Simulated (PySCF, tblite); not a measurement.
# H₃BrN−, a complex of two parts: NMR shifts, interaction energy, infrared bands, spin-spin couplings and core binding energies

One table from this session's results is given with a row withheld; the runs are named, their logs left out.

Programs: tblite 0.8.0 and PySCF 2.14.0. All values are calculated, for the isolated system unless a continuum is named. Atoms count from 0, parts from 1.

## The system as given

5 atoms, charge -1, multiplicity 1; geometry: rigid parts in contact. Parts: 1 = atoms 0–3, `N`, charge 0; 2 = atom 4, `[Br-]`, charge -1.

Set-up of the first run:

Job settings and geometry (Å):

```
{"job": {"kind": "dock", "xc": "GFN2-xTB", "basis": "xTB"}, "charge": -1, "multiplicity": 1, "parts": [{"atoms": "0-3", "charge": 0, "multiplicity": 1}, {"atoms": "4-4", "charge": -1, "multiplicity": 1}]}
N      0.000217    -0.000818     0.274878
H      0.913472    -0.236618    -0.093568
H     -0.662007    -0.672868    -0.093030
H     -0.251682     0.910304    -0.088280
Br    -0.748408     2.780669    -1.833953
```

Method: GFN2-xTB search for minima from random contacts, gas phase.

On the command line:

```
$ OMP_NUM_THREADS=1 python cluster_run.py task.json out
```

The driver reads the jobs from task.json and runs them one after another.

Steps of the session up to this table: Docking the parts with GFN2-xTB; Geometry optimisation at PBE0-D3(BJ)/def2-TZVPD; NMR shieldings: PBE0/aug-pcSseg-2; Coupled-cluster interaction energy: CCSD(T) and MP2.

One table of the session follows, with a row left open; its other results are not shown here.

It belongs to the step «Coupled-cluster interaction energy: CCSD(T) and MP2». 

| method | interaction energy (kcal/mol) |
| --- | --- |
| HF/aug-cc-pVDZ | -4.99 |
| MP2/aug-cc-pVDZ | -6.89 |
| CCSD/aug-cc-pVDZ | -6.42 |
| CCSD(T)/aug-cc-pVDZ | -6.69 |
| HF/aug-cc-pVQZ | -5.06 |
| MP2/aug-cc-pVQZ | -7.76 |
| SCS-MP2/aug-cc-pVQZ | -7.09 |
| MP2, extrapolated | -7.91 |
| CCSD(T), limit estimate | ? |

**Question.** Estimate the row for CCSD(T), limit estimate.

**Answer.** interaction energy (kcal/mol): -7.71. In the column «interaction energy (kcal/mol)» it lies between MP2/aug-cc-pVQZ (-7.76) and SCS-MP2/aug-cc-pVQZ (-7.09).
